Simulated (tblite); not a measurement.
Compound: C₄H₉OP.
Numbering: `[CH3:1][CH2:2][P:3]1(=[O:4])[CH2:5][CH2:6]1` (hydrogens: H7, H8, H9 on C1; H10, H11 on C2; H12, H13 on C5; H14, H15 on C6)

Cartesian coordinates in Å at the GFN2-xTB level; atoms count from 1:
```xyz
15
C4H9OP angstrom
C      2.138   -0.377   -0.261
C      0.925    0.393   -0.759
P     -0.288    0.505    0.613
O      0.159    1.116    1.872
C     -1.520   -0.817    0.552
C     -2.000    0.579    0.035
H      2.924   -0.393   -1.013
H      2.525    0.095    0.641
H      1.864   -1.401   -0.015
H      1.201    1.415   -1.030
H      0.456   -0.090   -1.615
H     -1.948   -1.139    1.492
H     -1.480   -1.603   -0.187
H     -2.248    0.633   -1.014
H     -2.713    1.091    0.667
```

Computed with GFN2-xTB (tblite): harmonic, unscaled wavenumbers at the GFN2-xTB geometry, gas phase. Against measured fundamentals such values can be off by several per cent, at times by over 20. One conformer, not necessarily the lowest.

Harmonic wavenumbers (cm⁻¹): 63.9, 144.8, 174.8, 242.4, 243.8, 298.9, 357.8, 622.5, 677.1, 719.4, 739.9, 765.3, 781.4, 883.8, 975.1, 1000.6, 1014.1, 1043.8, 1057.3, 1071.7, 1129.5, 1210.4, 1243.2, 1278.8, 1384.7, 1402.4, 1405.5, 1427.5, 1483.9, 1492.1, 2954.4, 2992.2, 3024.0, 3026.9, 3034.4, 3057.2, 3059.6, 3072.3, 3087.9.

A = 4643, B = 2290, C = 1905 MHz; mass 104.039 u (most abundant isotopes); point group C1, symmetry number 1.

**Question.** What is the zero-point energy?

**Answer.** ½Σν̃ = 26823 cm⁻¹ = 320.87 kJ/mol.

**Question.** Give the ideal-gas entropy at 298.15 K and 1 bar in the rigid-rotor, harmonic-oscillator model (classical rotation).

**Answer.** Translation 166.78, rotation 113.65, vibration 76.30: S = 356.7 J/(mol K).

**Question.** And Cp and H(298.15 K) − H(0)?

**Answer.** Cp = 122.46 J/(mol K), of which vibrations give 89.21 (their classical limit is 39 R = 324.3); H(298.15 K) − H(0) = 22.61 kJ/mol without the zero-point energy, 12.69 from vibrations.

**Question.** Blend soft modes into free rotors: weight 1/[1 + (100 cm⁻¹/ν̃)⁴] for the oscillator and the rest for a rotor with moment μB/(μ + B), μ = h/(8π²ν), B = 10⁻⁴⁴ kg m². What vibrational entropy results?

**Answer.** 72.44 J/(mol K) in place of 76.30, which changes −T·S at 298.15 K by +1.15 kJ/mol.

**Question.** Which modes carry the vibrational entropy at 298.15 K?

**Answer.** 63.9 cm⁻¹: 18.13; 144.8 cm⁻¹: 11.46; 174.8 cm⁻¹: 9.97; 242.4 cm⁻¹: 7.47; 243.8 cm⁻¹: 7.43; 298.9 cm⁻¹: 5.95 J/(mol K); the other 33 give 15.88 together.

**Question.** What must be added to the electronic energy to get the Gibbs energy at 298.15 K and 1 bar?

**Answer.** ZPE + [H(298.15 K) − H(0)] − T·S = 320.87 + 22.61 − 106.36 = 237.12 kJ/mol.

**Question.** How do the functions run with temperature in this model?

**Answer.** 
| T (K) | S (J/(mol K)) | Cp (J/(mol K)) | H − H(0) (kJ/mol) | G − H(0) (kJ/mol) | ln q(vib) |
| --- | --- | --- | --- | --- | --- |
| 50 | 226.5 | 44.2 | 1.85 | -9.47 | 0.20 |
| 100 | 262.8 | 62.1 | 4.52 | -21.76 | 0.81 |
| 373.15 | 386.9 | 147.1 | 32.73 | -111.65 | 5.36 |
| 500 | 435.2 | 183.1 | 53.76 | -163.82 | 7.61 |
| 750 | 519.6 | 232.8 | 106.24 | -283.46 | 12.04 |
| 1000 | 591.4 | 265.5 | 168.80 | -422.57 | 16.25 |

q(vib) and H(0) count from the zero-point level.

Hindered rotation and anharmonicity are outside this model. Other conformers, if any are populated, would add a mixing term that is left out. The structure is chiral; the term R ln 2 for an equal mix with its mirror image is left out.
